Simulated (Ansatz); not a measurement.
A nudged elastic band was laid between two geometries of BClFH + H2 (6 atoms, charge 0, multiplicity 1).

Method: RKS B3LYP/def2-SVP in Ansatz 0.2.0.

```yaml
movable_images: 5
climbing_image: yes
spring: 5.0 eV/Å²
optimiser: quadratic models (default)
start_path: through a guess of the saddle point
force_threshold: 0.05 eV/Å
iteration_limit: 60
end_points: relaxed
```

Image 0:

```xyz
6
Properties=species:S:1:pos:R:3
B -0.024 0.563 0.133
Cl -0.080 1.021 1.826
H 1.022 0.426 -0.438
F -1.154 0.376 -0.511
H 0.033 -2.673 0.550
H 0.209 -2.384 1.231
```

Image 6:

```xyz
6
Properties=species:S:1:pos:R:3
B 0.059 -0.288 -0.536
Cl 0.224 -0.184 2.499
H 0.924 0.548 -0.630
F -1.200 0.101 -0.652
H 0.271 -1.472 -0.426
H -0.273 -1.376 2.536
```

Q: What changes between the two ends?

A: Bonds broken: B1–Cl2, H5–H6. Bonds formed: B1–H5, Cl2–H6. BClFH + H2 becomes BFH2 + ClH.

Q: What energy profile does the band end with?

A: It converged. The highest image is number 3 of 0 to 6, 1.50 eV above the first end and 0.71 eV above the last; the last end lies 0.78 eV above the first. A vibrational analysis at the climbing image gives one clearly imaginary mode, 891i cm⁻¹: a first-order saddle point. The orbitals stay closed-shell, which can raise the energy where a bond breaks towards radicals; this wasn't checked here.

| image | path coordinate (Å) | energy (eV) | B1–Cl2 (Å) | H5–H6 (Å) | B1–H5 (Å) |
| --- | --- | --- | --- | --- | --- |
| 0 | 0.00 | 0.00 | 1.75 | 0.76 | 3.26 |
| 1 | 0.76 | 0.05 | 1.76 | 0.76 | 2.59 |
| 2 | 1.53 | 0.46 | 1.81 | 0.77 | 1.90 |
| 3 | 2.29 | 1.50 | 2.15 | 1.07 | 1.31 |
| 4 | 2.95 | 0.94 | 2.70 | 1.67 | 1.22 |
| 5 | 3.61 | 0.80 | 3.01 | 2.34 | 1.21 |
| 6 | 4.27 | 0.78 | 3.04 | 3.01 | 1.21 |

Q: What is the geometry of the highest image?

A: 
```xyz
6
Properties=species:S:1:pos:R:3:forces:R:3
B 0.010 -0.279 0.027 0.00 0.00 0.00
Cl 0.019 0.111 2.141 0.00 0.00 0.00
H 1.054 0.135 -0.389 0.00 0.00 0.00
F -1.168 0.075 -0.473 0.00 0.00 0.00
H 0.074 -1.572 0.255 0.00 0.00 0.00
H 0.016 -1.142 1.230 0.00 0.00 0.00
```

Q: What are the harmonic wavenumbers there?

A: 891i, 267, 558, 770, 946, 1037, 1095, 1285, 1399, 1624, 2147, 2689 cm⁻¹.

The band took 23 iterations and of the order of 2.9 core-minutes.

Run time: 2.9 min on 1 thread of Arm Neoverse V1, with other jobs on the host, peak memory 0.11 GiB.
